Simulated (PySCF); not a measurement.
`CP(C)(C)=S`: ΔSCF against reference XPS values

The experiment to reproduce (core binding energies): P 2p3/2 of P2 137.45 eV [1]; C 1s of C1/C3/C4 290.60 eV [1]. Sources and the comparison follow the method.

C3H9PS.
Bonds: C1–P2, P2–C3, P2–C4, P2–S5 (double). Hydrogens: H6, H7, H8 on C1; H9, H10, H11 on C3; H12, H13, H14 on C4.

Theory: delta-SCF UKS SCAN, pcX-2 on the ionised atom, pcseg-1 elsewhere, spin-free X2C in PySCF. These are vertical core ionisation energies against the vacuum level, from separate self-consistent calculations with and without the core hole.

| atom | environment | level | this calculation (eV) | reference (eV) | difference (eV) | source |
| --- | --- | --- | --- | --- | --- | --- |
| P2 | phosphorus bonded to 3 C and S | P 2p3/2 | 137.74 | 137.45 | +0.29 | [1] |
| C1/C3/C4 | sp3 carbon bound to phosphorus | C 1s | 290.91 | 290.60 | +0.31 | [1] |

[1] measured, gas; Perry, Schaaf, Jolly, LBL-3517 (X-ray photoelectron spectroscopic study of charge distributions in tetracovalent compounds of nitrogen and phosphorus, 1975) Note: scanned preprint of the 1970s; energy scale about 0.17 eV below the 1984 compilation; uncertainty about 0.05 eV.

Question: How far is it from the measured entries?

Answer: Over the 2 different measured values (2 distinct lines) the mean signed difference is +0.30 eV, the mean unsigned one 0.30 eV and the largest 0.31 eV. The calculation is vertical and has no vibrational structure, and measured positions depend on the energy calibration.

Question: What does the calculation give for the levels without a reference value here?

Answer: P2 P 1s 2151.64 eV; S5 S 1s 2474.94 eV.

The first atom of each set that the bonding makes equivalent was ionised and stands for the set. Not every level is listed. The 2p values add to the ΔSCF energy of one spin-free hole a correction within the shell (spin–orbit coupling, ligand field). 2p1/2 minus 2p3/2 (ligand field included): P 0.89 eV. Geometry: PBE0-D3(BJ)/def2-SVP; no solvent, vibrations or thermal averaging.
